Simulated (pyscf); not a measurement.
This saddle point was located with ωB97X-D3(BJ)/def2-SVP in PySCF.

```xyz
11

S      1.2464     0.1477    -0.0460
W     -1.3098    -0.0481    -0.3782
F     -0.5879    -1.3374    -1.5077
F     -2.9746    -0.0183     0.4378
F     -1.0534    -1.4371     0.8504
F     -2.4217     0.1214    -1.8638
F     -0.8641     1.6823    -0.8955
H      1.4147    -1.0860     0.4687
S     -0.8964     1.1546     1.8861
H      0.5837     0.7814     1.2616
H     -0.8509     2.4144     1.4096
```
Charge 0, spin multiplicity 1.

Surface: singlet, charge 0. Lowest wavenumbers (cm⁻¹): 883i, 96, 118, 181, 200.

Q: What reaction is this the transition state of?

A: H₂S + F–W(F)(F)(F)(F)–SH ⇌ F–W(F)(F)(F)(F)–SH + H₂S, a four-centre exchange read from left to right: H–S, S–W broken and S–W, H–S formed. At ωB97M-D3(BJ)/def2-TZVP it lies +19.4 kcal/mol from the left side and +19.4 kcal/mol from the right (each side as separated species at their lowest minima found). On the reactant side the descent ends in an adduct with a S–W contact, 0.4 kcal/mol over the separated species and 15.6 kcal/mol under the saddle at ωB97X-D3(BJ)/def2-TZVP. On the product side the descent ends in an adduct with a S–W contact, 1.2 kcal/mol over the separated species and 14.8 kcal/mol under the saddle at ωB97X-D3(BJ)/def2-TZVP. What is counted as formed (S–W) is already present as a longer contact in the reactant adduct; forming that adduct is a step of its own. What is counted as broken (S–W) persists as a longer contact in the product adduct; parting that adduct is a step of its own. At ωB97X-D3(BJ)/def2-TZVP the barrier from the zero used here is 16.0 kcal/mol. One saddle was located; it need not be the lowest between these sides. Elements past Kr carry the def2 core potentials, without spin-orbit coupling.
